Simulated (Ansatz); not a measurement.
# AlSF (singlet): B2PLYP, RPA-PBE over vertical spin and charge gaps and displaced geometries, cc-pVDZ

Aim: run AlSF (singlet) with these functionals over vertical spin and charge gaps and displaced geometries, and hold them against the top wave-function level at the same points.

The runs use Ansatz 0.2.0, Gaussian basis; cc-pVDZ, all electrons in the functionals, frozen cores in the correlation of double hybrids and RPA.

Plan: B2PLYP, RPA-PBE, at charge 0, singlet; charge 0, triplet; charge 1, doublet; displaced geometry v1; displaced geometry v2.

23 further runs of the same task are left out: 6 for a known fault of the program, 9 that didn't finish, 8 set aside as unsound or not needed.

## (1) The geometry

The geometry is a PBE0/def2-TZVP stationary point (not a proven minimum).

3 atoms, charge 0, spin multiplicity 1.

Atoms are counted from 1 here; the program's logs count them from 0.

Bond lengths: F1–Al2 1.631 Å, Al2–S3 1.996 Å. Angles: F1–Al2–S3 180.0°.

Geometry (Å):

```xyz
3

F     0.00000    0.00000   -1.75257
Al    0.00000    0.00000   -0.12177
S     0.00000    0.00000    1.87433
```

No dispersion term is added.

The geometry shown and the zero of energy belong to the point charge 0, singlet. The yardstick, RCCSDT(Q), and other wave-function levels (R restricted, U unrestricted, valence and pair active spaces) come from earlier runs.

## (2) B2PLYP, charge 0, singlet

in.yaml reads:

```yaml
crystal:
  periodic: [false, false, false]
  atoms:
    - {symbol: F, position_ang: [0.000000, 0.000000, -1.752567]}
    - {symbol: Al, position_ang: [0.000000, 0.000000, -0.121767]}
    - {symbol: S, position_ang: [0.000000, 0.000000, 1.874333]}
basis:
  gaussian: {orbitals: cc-pVDZ}
hamiltonian: {xc: {name: B2PLYP}}
correlation: {electrons: outside_noble_gas}
```

Launch:

```console
$ ansatz run in.yaml --threads 1 --pin off --events-out ev --progress --plain --max-ram 2393MiB
```

The log of the run:

```text
Functional definition: B2PLYP
  name "B2PLYP"
  cite "Grimme, J. Chem. Phys. 124, 034108 (2006) doi:10.1063/1.2148954"
  cite "Becke, Phys. Rev. A 38, 3098 (1988) doi:10.1103/PhysRevA.38.3098"
  cite "Lee, Yang & Parr, Phys. Rev. B 37, 785 (1988) doi:10.1103/PhysRevB.37.785"
  parameter a = 0.53
  parameter c = 0.27
  exchange = (1 - a)*b88_x + a*exact_x
  correlation = (1 - c)*lyp_c + c*(mp2_os + mp2_ss)
501 factors; integrals over basis functions are off by at most 6.7e-4 eV
mean field evaluation 1: about -20136.1774 eV, gradient 3.6e1 eV
mean field evaluation 2: about -20136.2698 eV, gradient 3.6e1 eV
mean field evaluation 4: about -20139.2419 eV, gradient 1.8e0 eV
mean field evaluation 8: about -20139.2684 eV, gradient 2.1e-1 eV
mean field evaluation 16: about -20139.2687 eV, gradient 2.0e-5 eV
mean field -20139.26872345 eV, -740.1044747003 hartree, gradient 1.3e-6 eV, S^2 0.000000; 0 other end points of the search recorded, 0 dependent functions left out
11 core orbitals not correlated: weight in the atoms' cores, before any rotation towards them, 1.000 or more for the frozen orbitals, at most 0.000 for the correlated occupied ones
reference -20139.26885150 eV, -740.1044794060 hartree; 8, 8 occupied and 31, 31 virtual orbitals, 501 factors
second order -12.38574170 eV of doubles, -0.00000000 eV of singles
Total energy: -20142.61300176 eV, -740.2273746613 hartree
```

Run time: 1.7 s. Hardware: 1 thread of Arm Neoverse V1, shared host.

## (3) B2PLYP, charge 0, triplet

in.yaml, as its differences from that of step 2:

```diff
@@ -8,2 +8,3 @@
   gaussian: {orbitals: cc-pVDZ}
+magnetization: {spin_polarized: true, initial_magnetization: 2}
 hamiltonian: {xc: {name: B2PLYP}}
```

Launched as before.

The log of the run, shortened:

```text
Functional definition: B2PLYP
  name "B2PLYP"
  cite "Grimme, J. Chem. Phys. 124, 034108 (2006) doi:10.1063/1.2148954"
  cite "Becke, Phys. Rev. A 38, 3098 (1988) doi:10.1103/PhysRevA.38.3098"
  cite "Lee, Yang & Parr, Phys. Rev. B 37, 785 (1988) doi:10.1103/PhysRevB.37.785"
[...]
501 factors; integrals over basis functions are off by at most 6.7e-4 eV
[...]
mean field -20136.41774867 eV, -739.9997033095 hartree, gradient 7.2e-6 eV, S^2 2.005627; 2 other end points of the search recorded, 0 dependent functions left out
11 core orbitals not correlated: weight in the atoms' cores, before any rotation towards them, 1.000 or more for the frozen orbitals, at most 0.000 for the correlated occupied ones
reference -20136.41787614 eV, -739.9997079941 hartree; 9, 7 occupied and 30, 32 virtual orbitals, 501 factors
second order -11.32811889 eV of doubles, -0.00000000 eV of singles
Total energy: -20139.47646825 eV, -740.1121091806 hartree
```

Wall time 2.8 s (1 thread of Arm Neoverse V1, shared host).

From the report: ⟨S²⟩ of the determinant 2.006 (pure triplet: 2.00).

From charge 0, singlet: +72.3 kcal/mol.

## (4) B2PLYP, charge 1, doublet

in.yaml, as its differences from that of step 3:

```diff
@@ -8,3 +8,4 @@
   gaussian: {orbitals: cc-pVDZ}
-magnetization: {spin_polarized: true, initial_magnetization: 2}
+total_charge: 1
+magnetization: {spin_polarized: true, initial_magnetization: 1}
 hamiltonian: {xc: {name: B2PLYP}}
```

Launched as before.

The log of the run, shortened:

```text
Functional definition: B2PLYP
  name "B2PLYP"
  cite "Grimme, J. Chem. Phys. 124, 034108 (2006) doi:10.1063/1.2148954"
  cite "Becke, Phys. Rev. A 38, 3098 (1988) doi:10.1103/PhysRevA.38.3098"
  cite "Lee, Yang & Parr, Phys. Rev. B 37, 785 (1988) doi:10.1103/PhysRevB.37.785"
[...]
501 factors; integrals over basis functions are off by at most 6.7e-4 eV
[...]
mean field -20129.96533028 eV, -739.7625813073 hartree, gradient 3.0e-6 eV, S^2 0.754303; 0 other end points of the search recorded, 0 dependent functions left out
11 core orbitals not correlated: weight in the atoms' cores, before any rotation towards them, 1.000 or more for the frozen orbitals, at most 0.000 for the correlated occupied ones
reference -20129.96546193 eV, -739.7625861453 hartree; 8, 7 occupied and 31, 32 virtual orbitals, 501 factors
second order -11.11326964 eV of doubles, -0.00000000 eV of singles
Total energy: -20132.96604473 eV, -739.8728555294 hartree
```

Run time: 2.4 s. Hardware: 1 thread of Arm Neoverse V1, shared host.

From the report: ⟨S²⟩ of the determinant 0.754 (pure doublet: 0.75).

From charge 0, singlet: +222.5 kcal/mol.

## (5) B2PLYP, displaced geometry v1

in.yaml reads:

```yaml
crystal:
  periodic: [false, false, false]
  atoms:
    - {symbol: F, position_ang: [-0.015433, -0.009008, -1.730927]}
    - {symbol: Al, position_ang: [-0.016266, -0.025151, -0.111280]}
    - {symbol: S, position_ang: [0.031698, 0.034159, 1.842207]}
basis:
  gaussian: {orbitals: cc-pVDZ}
hamiltonian: {xc: {name: B2PLYP}}
correlation: {electrons: outside_noble_gas}
```

Same command.

The log of the run, shortened:

```text
Functional definition: B2PLYP
  name "B2PLYP"
  cite "Grimme, J. Chem. Phys. 124, 034108 (2006) doi:10.1063/1.2148954"
  cite "Becke, Phys. Rev. A 38, 3098 (1988) doi:10.1103/PhysRevA.38.3098"
  cite "Lee, Yang & Parr, Phys. Rev. B 37, 785 (1988) doi:10.1103/PhysRevB.37.785"
[...]
501 factors; integrals over basis functions are off by at most 6.5e-4 eV
[...]
mean field -20139.21116617 eV, -740.1023595093 hartree, gradient 7.3e-6 eV, S^2 0.000000; 0 other end points of the search recorded, 0 dependent functions left out
11 core orbitals not correlated: weight in the atoms' cores, before any rotation towards them, 1.000 or more for the frozen orbitals, at most 0.000 for the correlated occupied ones
reference -20139.21129416 eV, -740.1023642128 hartree; 8, 8 occupied and 31, 31 virtual orbitals, 501 factors
second order -12.31480784 eV of doubles, -0.00000000 eV of singles
Total energy: -20142.53629228 eV, -740.2245556398 hartree
```

Wall time 1.7 s (1 thread of Arm Neoverse V1, shared host).

From charge 0, singlet: +1.8 kcal/mol.

## (6) B2PLYP, displaced geometry v2

in.yaml reads:

```yaml
crystal:
  periodic: [false, false, false]
  atoms:
    - {symbol: F, position_ang: [0.084376, 0.005225, -1.757569]}
    - {symbol: Al, position_ang: [-0.080498, 0.013599, -0.115175]}
    - {symbol: S, position_ang: [-0.003878, -0.018825, 1.872744]}
basis:
  gaussian: {orbitals: cc-pVDZ}
hamiltonian: {xc: {name: B2PLYP}}
correlation: {electrons: outside_noble_gas}
```

Launched as before.

The log of the run, shortened:

```text
Functional definition: B2PLYP
  name "B2PLYP"
  cite "Grimme, J. Chem. Phys. 124, 034108 (2006) doi:10.1063/1.2148954"
  cite "Becke, Phys. Rev. A 38, 3098 (1988) doi:10.1103/PhysRevA.38.3098"
  cite "Lee, Yang & Parr, Phys. Rev. B 37, 785 (1988) doi:10.1103/PhysRevB.37.785"
[...]
501 factors; integrals over basis functions are off by at most 6.6e-4 eV
[...]
mean field -20139.26463288 eV, -740.1043243743 hartree, gradient 4.8e-6 eV, S^2 0.000000; 0 other end points of the search recorded, 0 dependent functions left out
11 core orbitals not correlated: weight in the atoms' cores, before any rotation towards them, 1.000 or more for the frozen orbitals, at most 0.000 for the correlated occupied ones
reference -20139.26476042 eV, -740.1043290613 hartree; 8, 8 occupied and 31, 31 virtual orbitals, 501 factors
second order -12.41257677 eV of doubles, -0.00000000 eV of singles
Total energy: -20142.61615614 eV, -740.2274905826 hartree
```

It took 1.7 s on 1 thread of Arm Neoverse V1, shared host.

From charge 0, singlet: -0.1 kcal/mol.

## (7) RPA-PBE, charge 0, singlet

in.yaml reads:

```yaml
crystal:
  periodic: [false, false, false]
  atoms:
    - {symbol: F, position_ang: [0.000000, 0.000000, -1.752567]}
    - {symbol: Al, position_ang: [0.000000, 0.000000, -0.121767]}
    - {symbol: S, position_ang: [0.000000, 0.000000, 1.874333]}
basis:
  gaussian: {orbitals: cc-pVDZ}
hamiltonian: {xc: {name: PBE}}
correlation: {method: rpa, electrons: outside_noble_gas}
```

The command is unchanged.

The log of the run, shortened:

```text
Functional definition: PBE
  name "PBE"
  cite "Perdew, Burke & Ernzerhof, Phys. Rev. Lett. 77, 3865 (1996) doi:10.1103/PhysRevLett.77.3865"
  parent pbe
[...]
501 factors; integrals over basis functions are off by at most 6.7e-4 eV
[...]
mean field -20140.48530837 eV, -740.1491833714 hartree, gradient 2.2e-6 eV, S^2 0.000000; 0 other end points of the search recorded, 0 dependent functions left out
11 core orbitals not correlated: weight in the atoms' cores, before any rotation towards them, 1.000 or more for the frozen orbitals, at most 0.000 for the correlated occupied ones
reference -20107.90326519 eV, -738.9518153695 hartree; 8, 8 occupied and 31, 31 virtual orbitals, 501 factors
Total energy: -20123.27981759 eV, -739.5168932475 hartree
```

Run time: 1.3 s. Hardware: 1 thread of Arm Neoverse V1, shared host.

## (8) RPA-PBE, charge 0, triplet

in.yaml, as its differences from that of step 7:

```diff
@@ -8,2 +8,3 @@
   gaussian: {orbitals: cc-pVDZ}
+magnetization: {spin_polarized: true, initial_magnetization: 2}
 hamiltonian: {xc: {name: PBE}}
```

The command is unchanged.

The log of the run, shortened:

```text
Functional definition: PBE
  name "PBE"
  cite "Perdew, Burke & Ernzerhof, Phys. Rev. Lett. 77, 3865 (1996) doi:10.1103/PhysRevLett.77.3865"
  parent pbe
[...]
501 factors; integrals over basis functions are off by at most 6.7e-4 eV
[...]
mean field -20137.43148022 eV, -740.0369572569 hartree, gradient 1.4e-6 eV, S^2 2.004078; 1 other end points of the search recorded, 0 dependent functions left out
11 core orbitals not correlated: weight in the atoms' cores, before any rotation towards them, 1.000 or more for the frozen orbitals, at most 0.000 for the correlated occupied ones
reference -20105.41939938 eV, -738.8605349843 hartree; 9, 7 occupied and 30, 32 virtual orbitals, 501 factors
Total energy: -20120.36505667 eV, -739.4097777594 hartree
```

Run time: 2.9 s. Hardware: 1 thread of Arm Neoverse V1, shared host.

From the report: ⟨S²⟩ of the determinant 2.004 (pure triplet: 2.00).

From charge 0, singlet: +67.2 kcal/mol.

## (9) RPA-PBE, charge 1, doublet

in.yaml, as its differences from that of step 8:

```diff
@@ -8,3 +8,4 @@
   gaussian: {orbitals: cc-pVDZ}
-magnetization: {spin_polarized: true, initial_magnetization: 2}
+total_charge: 1
+magnetization: {spin_polarized: true, initial_magnetization: 1}
 hamiltonian: {xc: {name: PBE}}
```

The command is unchanged.

The log of the run, shortened:

```text
Functional definition: PBE
  name "PBE"
  cite "Perdew, Burke & Ernzerhof, Phys. Rev. Lett. 77, 3865 (1996) doi:10.1103/PhysRevLett.77.3865"
  parent pbe
[...]
501 factors; integrals over basis functions are off by at most 6.7e-4 eV
[...]
mean field -20130.67171919 eV, -739.7885406210 hartree, gradient 9.4e-6 eV, S^2 0.752606; 1 other end points of the search recorded, 0 dependent functions left out
11 core orbitals not correlated: weight in the atoms' cores, before any rotation towards them, 1.000 or more for the frozen orbitals, at most 0.000 for the correlated occupied ones
reference -20099.32677612 eV, -738.6366352095 hartree; 8, 7 occupied and 31, 32 virtual orbitals, 501 factors
Total energy: -20113.73967924 eV, -739.1662996298 hartree
```

Wall time 2.7 s (1 thread of Arm Neoverse V1, shared host).

From the report: ⟨S²⟩ of the determinant 0.753 (pure doublet: 0.75).

From charge 0, singlet: +220.0 kcal/mol.

## (10) RPA-PBE, displaced geometry v1

in.yaml reads:

```yaml
crystal:
  periodic: [false, false, false]
  atoms:
    - {symbol: F, position_ang: [-0.015433, -0.009008, -1.730927]}
    - {symbol: Al, position_ang: [-0.016266, -0.025151, -0.111280]}
    - {symbol: S, position_ang: [0.031698, 0.034159, 1.842207]}
basis:
  gaussian: {orbitals: cc-pVDZ}
hamiltonian: {xc: {name: PBE}}
correlation: {method: rpa, electrons: outside_noble_gas}
```

The command is unchanged.

The log of the run, shortened:

```text
Functional definition: PBE
  name "PBE"
  cite "Perdew, Burke & Ernzerhof, Phys. Rev. Lett. 77, 3865 (1996) doi:10.1103/PhysRevLett.77.3865"
  parent pbe
[...]
501 factors; integrals over basis functions are off by at most 6.5e-4 eV
[...]
mean field -20140.39501687 eV, -740.1458652198 hartree, gradient 9.7e-7 eV, S^2 0.000000; 0 other end points of the search recorded, 0 dependent functions left out
11 core orbitals not correlated: weight in the atoms' cores, before any rotation towards them, 1.000 or more for the frozen orbitals, at most 0.000 for the correlated occupied ones
reference -20107.87117357 eV, -738.9506360239 hartree; 8, 8 occupied and 31, 31 virtual orbitals, 501 factors
Total energy: -20123.17507106 eV, -739.5130438833 hartree
```

Run time: 1.4 s. Hardware: 1 thread of Arm Neoverse V1, shared host.

From charge 0, singlet: +2.4 kcal/mol.

## (11) RPA-PBE, displaced geometry v2

in.yaml reads:

```yaml
crystal:
  periodic: [false, false, false]
  atoms:
    - {symbol: F, position_ang: [0.084376, 0.005225, -1.757569]}
    - {symbol: Al, position_ang: [-0.080498, 0.013599, -0.115175]}
    - {symbol: S, position_ang: [-0.003878, -0.018825, 1.872744]}
basis:
  gaussian: {orbitals: cc-pVDZ}
hamiltonian: {xc: {name: PBE}}
correlation: {method: rpa, electrons: outside_noble_gas}
```

The command is unchanged.

The log of the run, shortened:

```text
Functional definition: PBE
  name "PBE"
  cite "Perdew, Burke & Ernzerhof, Phys. Rev. Lett. 77, 3865 (1996) doi:10.1103/PhysRevLett.77.3865"
  parent pbe
[...]
501 factors; integrals over basis functions are off by at most 6.6e-4 eV
[...]
mean field -20140.49589519 eV, -740.1495724296 hartree, gradient 8.3e-6 eV, S^2 0.000000; 0 other end points of the search recorded, 0 dependent functions left out
11 core orbitals not correlated: weight in the atoms' cores, before any rotation towards them, 1.000 or more for the frozen orbitals, at most 0.000 for the correlated occupied ones
reference -20107.88534434 eV, -738.9511567904 hartree; 8, 8 occupied and 31, 31 virtual orbitals, 501 factors
Total energy: -20123.29034318 eV, -739.5172800556 hartree
```

Wall time 1.3 s (1 thread of Arm Neoverse V1, shared host).

From charge 0, singlet: -0.2 kcal/mol.

## (12) The comparison

The yardstick is RCCSDT(Q), where the cluster series has nearly closed. It comes from earlier runs at the same points. Energies in kcal/mol, counted from charge 0, singlet; blanks weren't run or aren't comparable.

```csv
level,singlet to triplet,ionisation to the doublet cation,displacement v1,displacement v2
RCCSDT(Q),73.1,219.0,2.1,-0.1
B2PLYP,72.3,222.5,1.8,-0.1
RPA-PBE,67.2,220.0,2.4,-0.2
```

Largest miss and mean time a point (RCCSDT(Q) took 30 s a point; shared hosts):

```csv
level,largest miss (kcal/mol),where,time a point
B2PLYP,+3.5,ionisation to the doublet cation,2 s
RPA-PBE,-5.9,singlet to triplet,1.9 s
```

## (13) Results

```
                                   quantity                                             value
              singlet to triplet, RCCSDT(Q)                                     73.1 kcal/mol
ionisation to the doublet cation, RCCSDT(Q)                                    219.0 kcal/mol
                 displacement v1, RCCSDT(Q)                                      2.1 kcal/mol
                 displacement v2, RCCSDT(Q)                                     -0.1 kcal/mol
                       largest miss, B2PLYP  +3.5 kcal/mol (ionisation to the doublet cation)
                      largest miss, RPA-PBE                -5.9 kcal/mol (singlet to triplet)
```

**Reading.** Of the functionals, B2PLYP keep the smallest largest miss at the points compared (at most 3.5 kcal/mol) and RPA-PBE strays most (5.9 kcal/mol, at singlet to triplet). Functionals and the yardstick converge differently with the basis, so part of each miss in cc-pVDZ is the basis.
